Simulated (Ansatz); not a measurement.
# H6OSi2: the cost of one run

Method: the levels named in each step, in Ansatz 0.2.0.

## (1) Starting point

Bond lengths: Si1–O2 1.617 Å, O2–Si3 1.617 Å, Si1–H4 1.461 Å, Si1–H5 1.462 Å, Si1–H6 1.462 Å, Si3–H7 1.462 Å, Si3–H8 1.461 Å, Si3–H9 1.462 Å. Angles: Si1–O2–Si3 172.2°, O2–Si1–H4 105.8°, O2–Si1–H5 107.2°, O2–Si1–H6 107.1°, H4–Si1–H5 112.4°, H4–Si1–H6 112.2°, H5–Si1–H6 111.7°, O2–Si3–H7 107.1°, O2–Si3–H8 105.8°, O2–Si3–H9 107.2°, H7–Si3–H8 112.4°, H7–Si3–H9 111.7°, H8–Si3–H9 112.2°.

As a file:

```xyz
9

Si    1.5809   -0.3044    0.0994
O    -0.0029   -0.0360   -0.0816
Si   -1.5796    0.3206   -0.0617
H     2.0198   -0.9448   -1.1382
H     2.2179    0.9946    0.3096
H     1.7397   -1.1793    1.2597
H    -2.1714   -0.4059    1.0604
H    -2.1043   -0.1245   -1.3505
H    -1.6931    1.7679    0.1104
```

## (2) A rough first relaxation, PBE-D4/def2-SVP

This run stands in another session on the same molecule. It ended at:

```xyz
9

Si    1.5458   -0.3146    0.0617
O    -0.0184   -0.2295   -0.5295
Si   -1.5471    0.2989   -0.0967
H     2.4003   -0.9602   -0.9891
H     2.0730    1.0645    0.3602
H     1.5902   -1.1355    1.3239
H    -2.0244   -0.4202    1.1379
H    -2.4757    0.0045   -1.2377
H    -1.5367    1.7803    0.1768
```

## (3) Relaxation, HF/STO-3G

Input file input.yaml:

```yaml
crystal:
  periodic: [false, false, false]
  atoms:
    - { symbol: Si, position_ang: [1.54579829, -0.31464127, 0.06166655] }
    - { symbol: O, position_ang: [-0.01840043, -0.22953857, -0.52946163] }
    - { symbol: Si, position_ang: [-1.54706798, 0.29894541, -0.09671858] }
    - { symbol: H, position_ang: [2.40032801, -0.96016355, -0.98906085] }
    - { symbol: H, position_ang: [2.07299751, 1.06452867, 0.36021743] }
    - { symbol: H, position_ang: [1.59022469, -1.13554836, 1.32393609] }
    - { symbol: H, position_ang: [-2.02442846, -0.42015827, 1.13785459] }
    - { symbol: H, position_ang: [-2.47574787, 0.00446901, -1.23766831] }
    - { symbol: H, position_ang: [-1.53673375, 1.78027692, 0.17676471] }
basis:
  gaussian: { orbitals: STO-3G }
hamiltonian:
  xc: hf
relax:
  f_tol: 0.002
  max_steps: 150
```

Launch:

```sh
$ ansatz run input.yaml --threads 2 --pin off --max-ram 5120MiB --backend cpu --events-out ev --progress --plain --runs-dir out
```

What time and memory should one allow on 2 threads of Intel Xeon 6975P-C (Granite Rapids), shared host?

About 1.6 s, with a peak of 0.1 GiB.
